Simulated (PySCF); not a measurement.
hydrogen sulfide cation (H2S), SMILES S (connectivity only; charge and spin as stated), charge +1, multiplicity 2.

The structure is a stationary point at PBE-D3(BJ)/def2-TZVPD. The multiplicity is an assumed one; other spin states were not compared.

Level of theory: PySCF with CAM-B3LYP/def2-TZVPD.

Isolated molecule, no solvent.

```
Item                                                               Result
------------------------------------------------  -----------------------
total energy                                           -399.03137 hartree
point group                                                           C2v
α spin, highest occupied and lowest empty level       -19.47 and -6.38 eV
β spin, highest occupied and lowest empty level      -20.46 and -11.92 eV
dipole moment about the centre of nuclear charge                0.299 e·Å
mean static polarisability                           15.9 bohr³ (2.35 Å³)
polarisability, principal values                   13.4, 16.7, 17.6 bohr³
⟨S²⟩                                              0.755 (pure state 0.75)
```
